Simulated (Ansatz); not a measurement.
Geometry optimisation, RKS PBE/def2-SVP in Ansatz.

Input:

```yaml
crystal:
  periodic: [false, false, false]
  atoms:
    - { symbol: B, position_ang: [0.0, 0.0, 0.0] }
    - { symbol: H, position_ang: [0.0, 0.0, 1.19] }
    - { symbol: Cl, position_ang: [1.6108, 0.0, -0.93] }
    - { symbol: Cl, position_ang: [-1.6108, 0.0, -0.93] }
basis:
  gaussian: { orbitals: def2-SVP }
hamiltonian:
  xc: pbe
relax:
  f_tol: 0.02
  max_steps: 40
```

Run as:

```bash
$ ansatz run input.yaml --threads 1 --pin off --max-ram 2048MiB --backend cpu --events-out ev --progress --plain --runs-dir out
```

Q: Where does it end, and by what steps?

A: The run converged. After 3 steps the energy has fallen by 0.269 eV; Cl3 moved furthest, 0.10 Å.

```csv
step,energy less start (eV),largest force component (eV/Å),accepted
0,0.0000,2.461,yes
1,-0.2111,1.339,yes
2,-0.2670,0.228,yes
3,-0.2691,0.004,yes
```

```xyz
4
Properties=species:S:1:pos:R:3
B 0.000 0.000 -0.037
H 0.000 0.000 1.172
Cl 1.520 0.000 -0.902
Cl -1.520 0.000 -0.902
```

Time of the run: 5.1 s on 1 thread of Arm Neoverse V1, with other jobs on the host, peak memory 0.1 GiB.
